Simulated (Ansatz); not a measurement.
For C (P6₃/mmc, No. 194, 4 atoms in the cell; start mp-47), PBE (plane waves, PAW; Ansatz, a quantum-chemistry and plane-wave program) gives:

- lattice constant a = 2.512 Å
- c axis length = 4.180 Å

Task: What does PBE-D4 in Ansatz (plane waves, PAW) give for the same quantities?

Result: 
- lattice constant a: 2.501 Å (drops by 0.4 %)
- lattice parameter c: 4.164 Å (drops by 0.4 %)

Changes are worked out from the printed values.

Unless a cell is named, each level is at its own relaxed cell (PBE 5.71, PBE-D4 5.64 Å³/atom).

Caveats: the relaxation could not lower the start's symmetry, so the cell can be a saddle point above a distorted one (PBE, PBE-D4). Ansatz's density-functional and Hartree–Fock values are scalar-relativistic unless marked +SOC, with PAW data made under PBE.

A start named mp-… is a Materials Project structure, which need not be a measured phase.
